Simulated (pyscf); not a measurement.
Thermochemistry of product channels of O=Mo(=O)=O + H• on the doublet surface, in kcal/mol, from ωB97M-D3(BJ)/def2-TZVP energies (ideal gas, 1 atm, RRHO with modes under 100 cm⁻¹ raised to 100, one conformer, R ln 2 for chiral ones without a mode under 150 cm⁻¹). Optimised with ωB97X-D3(BJ)/def2-SVP in PySCF.

| products | ΔE | ΔH(298 K) | ΔG(600 K) | ΔG(1200 K) |
|---|---|---|---|---|
| OH• + O=Mo=O [triplet] | +26.7 | +29.7 | +22.0 | ___ |
| [O=Mo(=O)–OH]• | ___ | -83.4 | -71.7 | -59.4 |

Task: Some entries are withheld; supply them.

Result: 
- OH• + O=Mo=O [triplet], ΔG(1200 K): +15.7
- [O=Mo(=O)–OH]•, ΔE: -88.7

These are energies of the channels, which say nothing of barriers. Left out: orbital degeneracy and the spin-orbit lowering of OH. Open-shell species with a d-block atom are single-reference here; other states, and whether the spin sits on metal or ligand, were not checked. Elements past Kr carry the def2 core potentials, without spin-orbit coupling.
